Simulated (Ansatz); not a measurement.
# TiO$_{2}$: computed properties

The calculation used DFT r2SCAN, scalar-relativistic, plane waves, PAW (Ansatz).

Plane waves to 500 eV, a k mesh through Γ of 6×6×6 on the computed 12-atom cell and Gaussian smearing (0.02 eV); no spin polarisation.

The structure is relaxed at this level of theory with its symmetry kept.

```cif
data_structure
_symmetry_space_group_name_H-M 'P4_2/mnm'
_symmetry_Int_Tables_number 136
_cell_length_a 4.5968
_cell_length_b 4.5968
_cell_length_c 2.9536
_cell_angle_alpha 90.000
_cell_angle_beta 90.000
_cell_angle_gamma 90.000
_cell_volume 62.41
loop_
_atom_site_label
_atom_site_type_symbol
_atom_site_symmetry_multiplicity
_atom_site_Wyckoff_symbol
_atom_site_fract_x
_atom_site_fract_y
_atom_site_fract_z
_atom_site_occupancy
Ti1 Ti 2 b 0.50000 0.50000 0.00000 1
O1 O 4 g 0.69539 0.69539 0.50000 1
```

```json
{
 "Space group": "P4_2/mnm (No. 136)",
 "Volume per atom": "10.40 Å³",
 "Formation energy from the elements' standard states (uncorrected)": "-3.318 eV/atom",
 "Generalised Kohn–Sham band gap": "2.22 eV, direct at Γ",
 "Löwdin character of the top 1 eV of the valence band": "O 2p 95 %",
 "Löwdin character of the lowest 1 eV of the conduction band": "Ti 3d 89 %, O 2p 9 %",
 "Electron masses at the edge by Cartesian direction of the computed cell, whose vectors are (-2.954, 3.250, 3.250), (2.954, -3.250, 3.250), (2.954, 3.250, -3.250) Å (m_e; degenerate bands sorted by energy; no spin-orbit coupling)": "x: 0.58; y: 1.2; z: 1.2",
 "Hole masses at the edge by Cartesian direction of the computed cell, whose vectors are (-2.954, 3.250, 3.250), (2.954, -3.250, 3.250), (2.954, 3.250, -3.250) Å (m_e; degenerate bands sorted by energy; no spin-orbit coupling)": "x: 3.7; y: 2.3; z: 2.3",
 "Bulk modulus": "227 GPa",
 "Its pressure derivative": "5.1",
 "Electronic dielectric constant xx, yy, zz of the computed cell, whose vectors are (-2.954, 3.250, 3.250), (2.954, -3.250, 3.250), (2.954, 3.250, -3.250) Å (independent particles)": "7.8, 6.6, 6.6"
}
```

A ferromagnetic start lost its moments in a first run, so spin was left out; other magnetic orders weren't tried.

Cost: 12 runs of about 40 core-minutes in all, on Arm Neoverse V1 (shared hosts).